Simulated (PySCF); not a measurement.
Atom-mapped SMILES (the numbers label the heavy atoms): `[CH3:1][NH2:2]` (H(Xn): hydrogen on atom n).

All values are calculated (PySCF): σ from GIAO-B97-2/pcSseg-2, PBE0-D3(BJ)/def2-TZVP geometry. No solvent, non-relativistic Hamiltonian, one computed conformer, fast rotation and ring inversion assumed for equivalent nuclei.

Shifts are taken against calculated references (same method and geometry level): TMS for ¹³C (185.38 ppm), ¹H (31.64 ppm); ¹⁵N (261.75 ppm) against NH3.

| atoms | nucleus | count | δ (ppm) |
| --- | --- | --- | --- |
| N2 | ¹⁵N | 1 | ? |
| C1 | ¹³C | 1 | 33.2 |
| H(C1) | ¹H | 3 | 2.55 |
| H(N2) | ¹H | 2 | ? |

Estimate the values marked ?.

Answers


- H(N2): 0.17 ppm, hydrogen on an amine nitrogen; exchangeable; this is the value without hydrogen bonding to other molecules
- N2: 18.9 ppm, amine nitrogen

Exchangeable OH/NH protons stand at their gas-phase positions; hydrogen bonding in a real sample shifts them, mostly to higher δ. Shifts are as computed. Against solution values, carbons near 30 ppm lie about +3 ppm off and those near 130 ppm about +7 ppm. Of 1211 compounds with measured shifts, 218 miss one by over three times the rms of a fit or turn the order of signals round; such compounds aren't used in these exercises. Experimental scales use liquid or dissolved standards, which lie at an offset from isolated NH3 (liquid NH3: subtract about 20 ppm).
